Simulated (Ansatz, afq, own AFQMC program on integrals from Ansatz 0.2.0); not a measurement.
## CO, singlet: AFQMC among the cluster methods

```xyz
2

O     0.0000    0.0000    0.0000
C     0.0000    0.0000    1.1955
```

Basis cc-pVTZ. Only valence electrons are correlated. Integrals, coupled cluster, full CI and functionals: Ansatz 0.2.0; the random walks run on the same integrals in our own AFQMC program. The CISD trial takes its coefficients from CCSD amplitudes. Released means that phaseless walkers are propagated on without the constraint, phases kept. ± is one standard error of the sampling.

Determinant: RHF, the one that the program's search chose, which needn't be the lowest solution. The geometry is a PBE0/def2-TZVP stationary point of this or a neighbouring charge and spin state.

No full CI on the walks' own integrals is used here; CCSDT(Q) serves as the reference and is uncertain by about the last step of the cluster series.

Cautions: raised T1 diagnostic (T1 0.023, weight of the determinant 0.89, largest double 0.08); the ph-AFQMC/CISD walk drifts between its halves (2.1 errors).

- T1 diagnostic: 0.0225
- weight of the determinant in the CISD state: 0.885
- size of the correlated space: 10 electrons in 58 orbitals

(1) Estimate: order these by the size of their error in total energy against CCSDT(Q), smallest first.
A. phaseless AFQMC with the Hartree–Fock trial
B. CCSDT
C. CCSD
D. phaseless AFQMC with a CISD trial

(1) D (12.5 ± 5.1 meV), B (38.2 meV), A (99.6 ± 23.4 meV), C (561.3 meV).

Reference: CCSDT(Q), correlation energy -10.534 eV.

A walk keeps the symmetry of its determinant, which the program's search chose and which needn't be the lowest solution, so a lower state of the same spin and another symmetry isn't excluded.
